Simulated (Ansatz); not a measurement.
Reaction (atomization): `C[C@@H](F)[C@H](F)Cl` → 3 C• + Cl• + 2 F• + 5 H•

Program: Ansatz. Geometries: PBE0-D4/def2-TZVP. ΔE: electronic, gas phase. CBS: MP2 limit from def2 TZ/QZ plus the TZ coupled-cluster correction, frozen cores. This one scheme is used for every species, atoms too. For atomizations the MP2-based limit and the directly extrapolated one differ by several kJ/mol either way, and by 10 to 25 for some Ge, Se and Sn compounds, so smaller differences from it don't rank the levels. Functionals use def2-TZVPP. B3LYP here is the variant with VWN-RPA as its local correlation; programs differ in this. HSE06 is defined as in plane-wave codes. No spin–orbit coupling; open shells (•) take unrestricted orbitals. Spin–orbit coupling would lower the free atoms: a little for C, Cl, F. Each species was taken in one conformer, which may not be the lowest.

| level | ΔE (kJ/mol) | difference from CCSD(T)/CBS |
| --- | --- | --- |
| LDA (SPW92) | 4923.0 | 718.1 |
| PBE-D4 | 4337.4 | 132.5 |
| revPBE-D4 | 4212.4 | 7.5 |
| BLYP-D4 | 4196.5 | -8.4 |
| r2SCAN-D4 | 4227.8 | 22.9 |
| B97M-V | 4213.6 | 8.7 |
| PBE0-D4 | 4238.7 | 33.8 |
| B3LYP-D4 | 4189.5 | -15.4 |
| r2SCANh-D4 | 4195.0 | -9.9 |
| r2SCAN0-D4 | 4148.4 | -56.5 |
| HSE06-D4 | 4242.3 | 37.4 |
| BHLYP-D4 | 4043.6 | -161.3 |
| CAM-B3LYP-D4 | 4222.8 | 17.9 |
| ωB97X-V | 4218.3 | 13.4 |
| ωB97M-V | 4223.1 | 18.2 |
| B2PLYP | 4155.1 | -49.8 |
| PBE-QIDH | 4195.9 | -9.0 |
| PBE | 4315.8 | 110.9 |
| revPBE | 4139.2 | -65.7 |
| BLYP | 4148.1 | -56.8 |
| r2SCAN | 4222.4 | 17.5 |
| PBE0 | 4220.7 | 15.8 |
| B3LYP | 4155.1 | -49.8 |
| r2SCANh | 4189.4 | -15.5 |
| r2SCAN0 | 4142.2 | -62.7 |
| HSE06 | 4225.6 | 20.7 |
| BHLYP | 4019.6 | -185.3 |
| CAM-B3LYP | 4204.8 | -0.1 |
| HF/def2-SVP | 3078.9 | -1126.0 |
| MP2/def2-SVP | 4084.6 | -120.3 |
| CCSD/def2-SVP | 3962.0 | -242.9 |
| CCSD(T)/def2-SVP | 4007.2 | -197.7 |
| HF/def2-TZVPP | 3036.6 | -1168.3 |
| MP2/def2-TZVPP | 4202.2 | -2.7 |
| SCS-MP2/def2-TZVPP | 4144.7 | -60.2 |
| CCSD/def2-TZVPP | 4027.3 | -177.6 |
| CCSD(T)/def2-TZVPP | 4097.8 | -107.1 |
| HF/def2-QZVPP | 3040.3 | -1164.6 |
| SCS-MP2/def2-QZVPP | 4212.7 | 7.8 |
| MP2/CBS(def2) | 4309.4 | 104.5 |
| CCSD(T)/CBS | 4204.9 | 0 |

(1) What do rigid-rotor, harmonic-oscillator terms from PBE0-D4/def2-TZVP frequencies (298.15 K, 1 bar) make of the CCSD(T)/CBS value? (Estimate.)

Largest T1 diagnostic among the species: 0.011.

Answers

(1) Computed: ΔZPE = -209.6 kJ/mol, ΔH = +4043.7 kJ/mol, ΔS = 1197 J/(mol·K), ΔG = +3687.0 kJ/mol. Open shells count their whole term as degenerate.

From PBE to PBE0 (25 % exact exchange), in def2-TZVPP and without D4, ΔE moves by −95.1 kJ/mol: exact exchange takes away binding that semilocal exchange gives to molecules. Leaving LDA and LC-ωPBE aside and taking each functional with its dispersion term where it has one, the values spread over 293.7 kJ/mol, from BHLYP-D4 to PBE-D4. LDA lies +607.1 kJ/mol from PBE without D4, its usual overbinding. In def2-TZVPP, CCSD(T) changes the Hartree–Fock value by +1061.2 kJ/mol (the triples alone add +70.5 kJ/mol) and MP2 by +1165.6 kJ/mol; breaking electron pairs costs correlation energy, which Hartree–Fock lacks.
